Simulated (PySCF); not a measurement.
glycidol, C3H6O2, SMILES OC[C@H]1CO1, point group C1.

Force field and properties: B3LYP/pcSseg-1 (PySCF, grid level 2). Vibrational terms come from second-order perturbation theory with semi-diagonal cubic constants, by steps of ±0.6 along the normal coordinates of each isotopologue. The parent has the commonest isotopes.

Equilibrium geometry (Å):

| atom | x | y | z |
| --- | --- | --- | --- |
| O1 | 1.7783 | -0.0662 | -1.0549 |
| C2 | 0.8021 | -0.7218 | -0.2542 |
| C3 | -0.2002 | 0.2464 | 0.3326 |
| C4 | -1.4535 | 0.5686 | -0.3541 |
| O5 | -1.4366 | -0.3221 | 0.7689 |
| H6 | 2.3815 | 0.4149 | -0.4715 |
| H7 | 1.2671 | -1.3068 | 0.5547 |
| H8 | 0.2795 | -1.4260 | -0.9084 |
| H9 | 0.2137 | 0.9926 | 1.0186 |
| H10 | -1.9397 | 1.5287 | -0.1768 |
| H11 | -1.6706 | 0.1024 | -1.3162 |

(1) Give the equilibrium and ground-state rotational constants (MHz) of parent; ²H at 9.

(2) How is the parent's vibrational correction B0 − Be made up?

(3) And its quartic centrifugal distortion constants from the harmonic force field?

A mode lies under 250 cm⁻¹, where this perturbation treatment is rough. Internal rotors are held in one well.

## Answers

(1) 
```tsv
species	Ae	Be	Ce	A0	B0	C0	Δ0 (u Å²)	harmonic ZPE (cm⁻¹)
parent	14265	3169.5	2903.7	14139	3148	2881.6	-20.897	19781
²H at 9	13357	3121.1	2902.4	13242	3100	2880.2	-25.724	19049
```

Δ0 = Ic − Ia − Ib from the ground-state constants.

(2) 
```tsv
axis	harmonic	Coriolis	cubic	total (MHz)
a	29.8	-58.6	-96.9	-126
b	3.95	-2.42	-23	-21.5
c	2.22	-2.35	-22	-22.1
```

(3) Asymmetric top, A reduction, Ir representation: ΔJ = 1.43 kHz, ΔJK = -8.59 kHz, ΔK = 62.1 kHz, δJ = 0.287 kHz, δK = 6.4 kHz.
